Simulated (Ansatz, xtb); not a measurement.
H2NOSi+: 4 structures ranked

4 gas-phase structures of H2NOSi+, found in a search over its isomers (lower ones may exist). Each was relaxed with GFN2-xTB:

A. `N[O+]=[Si]`, a singlet
B. a singlet given by its coordinates
C. `[NH2+]1O[Si]1`, a singlet
D. `[NH2+]=[Si]=O`, a singlet

B (Å):

```xyz
5

N    -0.1783    0.0955   -1.6485
O     0.8494   -0.5982    1.2091
Si    0.3838   -0.2267   -0.1995
H     0.3317    0.4190   -2.4738
H     0.7768   -0.7238    2.1627
```

Close contacts (Å): N1–Si3 1.59, O2–Si3 1.53, N1–H4 1.02, O2–H5 0.96.

**Question.** Make a reasoned guess at their ranking by r2SCAN-D4/def2-SVP single-point energy.

**Answer.** Calculated order at r2SCAN-D4/def2-SVP: D (0.0), C (48.1), B (61.3), A (83.1) kJ/mol.

Energies above the lowest of each column, in kJ/mol; the last columns are at BLYP-D3(BJ)/def2-SVP geometries (a dash: not run or not comparable):

```csv
structure,GFN2-xTB,HF/STO-3G,r2SCAN-D4/def2-SVP,BLYP-D3(BJ)/def2-SVP,CCSD(T)/def2-TZVPP
D,0.0,230.6,0.0,0.0,0.0
C,285.1,0.0,48.1,28.1,43.0
B,52.8,371.2,61.3,49.1,37.3
A,238.0,72.9,83.1,55.0,–
```

CCSD(T)/def2-TZVPP puts D lowest of those it was run on; HF/STO-3G picks C. CCSD(T)/def2-TZVPP orders those it was run on as D (0.0), B (37.3), C (43.0) kJ/mol. Flexible structures stand in one conformer each, not always the lowest. Frequencies (BLYP-D3(BJ)/def2-SVP) were run for B, C, D alone. Large T1 diagnostics make some coupled-cluster values less sure.

Over these structures GFN2-xTB departs from r2SCAN-D4/def2-SVP by 100.1 kJ/mol on average once a common shift is removed. A GFN2-xTB relaxation took about 0.083 s and the r2SCAN-D4/def2-SVP energy about 1.1 s on a shared host (Ansatz 0.2.0, xtb 6.7.1).
